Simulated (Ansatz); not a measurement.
Input for Ansatz (a program for electronic structure): R-B3LYP/def2-TZVPPD on H2 (SMILES [H][H]). Files ending in .json are basis or fitting sets from the Basis Set Exchange.

Ansatz 0.2 input:
```yaml
crystal:
  periodic: [false, false, false]
  atoms:
    - {symbol: H, position_ang: [0.00000000, 0.00000000, 0.00000000]}
    - {symbol: H, position_ang: [0.74187646, 0.00000000, 0.00000000]}
basis:
  gaussian:
    orbitals: def2-TZVPPD.json
hamiltonian:
  xc: {name: B3LYP}
scf: {lower_state_search: off}
```

The head of its log:

```
Functional definition: B3LYP
[...]
these checks for a lower state are left out or cut short: stability, starts, cluster_reference, orbital_swaps, neighbouring_geometries, increment
integrals: 0.00 GiB planned
118 factors; their error is unknown
mean field: 0.05 GiB planned
mean field evaluation 1: about -31.9488 eV, gradient 7.0e0 eV
mean field evaluation 2: about -32.1055 eV, gradient 1.5e0 eV
```

Problem. Predict the final total energy.

Solution. -1.1800 hartree.
